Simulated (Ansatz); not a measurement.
# AlH4P: the cost of one run

Method: cc-pVTZ, core rule «outside noble gas», up to 10 orbitals frozen; program: Ansatz 0.2.0, Gaussian basis.

The runs, in order: UHF; CCSD(T) on ROHF; CCSD(T) on UHF; BCCD(T) on ROHF; CCSDT(Q) on ROHF; CCSDT(Q) on UHF.

1 further run of the same task is left out (set aside as unsound or not needed).

## Step 1: The geometry

The geometry is a PBE0/def2-TZVP stationary point (not a proven minimum) of the parent state, kept for this charge and spin.

6 atoms, charge 0, spin multiplicity 3.

Atoms are counted from 1 here; the program's logs count them from 0.

Bond lengths: Al1–P2 2.322 Å, Al1–H3 1.586 Å, Al1–H4 1.586 Å, P2–H5 1.420 Å, P2–H6 1.420 Å. Angles: P2–Al1–H3 119.4°, P2–Al1–H4 119.4°, H3–Al1–H4 120.9°, Al1–P2–H5 94.0°, Al1–P2–H6 94.0°, H5–P2–H6 95.1°.

## Step 2: UHF

in.yaml reads:

```yaml
crystal:
  periodic: [false, false, false]
  atoms:
    - {symbol: Al, position_ang: [-0.037782, 0.000000, 1.213636]}
    - {symbol: P, position_ang: [0.089997, 0.000000, -1.105232]}
    - {symbol: H, position_ang: [-0.021055, -1.380168, 1.995550]}
    - {symbol: H, position_ang: [-0.021055, 1.380168, 1.995550]}
    - {symbol: H, position_ang: [-0.856043, -1.048281, -1.257693]}
    - {symbol: H, position_ang: [-0.856043, 1.048281, -1.257693]}
basis:
  gaussian: {orbitals: cc-pVTZ}
magnetization: {spin_polarized: true, initial_magnetization: 2}
hamiltonian: {xc: hf}
output: {orbitals: {seedname: orbitals}}
```

Started as:

```sh
$ ansatz run in.yaml --threads 1 --pin off --events-out ev --progress --plain --max-ram 2560MiB --backend cpu
```

**Question.** How long does this run take on 1 thread of AMD EPYC 7R13, shared host, and how much memory does it need?

About 5.5 s, with a peak of 0.32 GiB.
